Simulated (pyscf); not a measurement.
This saddle point was located with ωB97X-D3(BJ)/def2-SVP in PySCF.

```xyz
4

Al     1.2141    -0.6278    -0.5026
O      0.2153    -0.8203    -1.8352
H     -0.2644     0.6881    -0.1533
H     -0.3682     0.2458    -0.9043
```
Charge 0, spin multiplicity 2.

Surface: doublet, charge 0. Lowest wavenumbers (cm⁻¹): 968i, 523, 829, 1038, 1473.

Question: Name the species on either side of this saddle.

Answer: [O=Al]• + hydrogen (H₂) ⇌ [HO–AlH]•, an addition across a multiple bond or ene-type step read from left to right: H–H broken and Al–H, H–O formed. At ωB97M-D3(BJ)/def2-TZVP it lies +9.0 kcal/mol from the left side and +56.0 kcal/mol from the right (each side as separated species at their lowest minima found). On the product side the descent ends in a point that may be a rotor saddle (no frequency run), 1.2 kcal/mol over the lowest minimum found and 57.8 kcal/mol under the saddle at ωB97X-D3(BJ)/def2-TZVP. At the saddle there is also a short Al–H contact that neither side keeps. One saddle was located; it need not be the lowest between these sides. The term symbol of open-shell O=Al was not checked; spin-orbit terms are left out.
